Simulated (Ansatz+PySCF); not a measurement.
# doublet H2F: levels of theory in one basis

```xyz
3

H     0.1466   -1.1284    0.0000
F     0.0000    0.3304    0.0000
H    -0.1466   -1.8454    0.0000
```

Basis set: cc-pVTZ (spherical functions). Frozen core: 1 orbital. Correlation on ROHF uses semicanonical orbitals with singles. Charge 0, multiplicity 2.

Computed with Ansatz (development build ahead of 0.2.0); each method stands on the lowest determinant of its kind that the runs found.

| method | E − E(ROHF) (eV) | <S²> of the determinant |
| --- | --- | --- |
| ROHF | 0.00 | 0.75 |
| UHF | -0.19 | 0.77 |
| ROHF-MP2 | -6.80 | – |
| UHF-MP2 | -6.82 | 0.77 |
| ROHF-CCSD | -7.39 | – |
| UHF-CCSD | -7.39 | 0.77 |
| ROHF-CCSD(T) | -7.53 | – |
| UHF-CCSD(T) | -7.53 | 0.77 |

(1) Is a single determinant a sound starting point here?

Results:

(1) By this sign, yes. Unrestricted orbitals gain 0.19 eV and <S²> is 0.77 against 0.75 for a pure state.
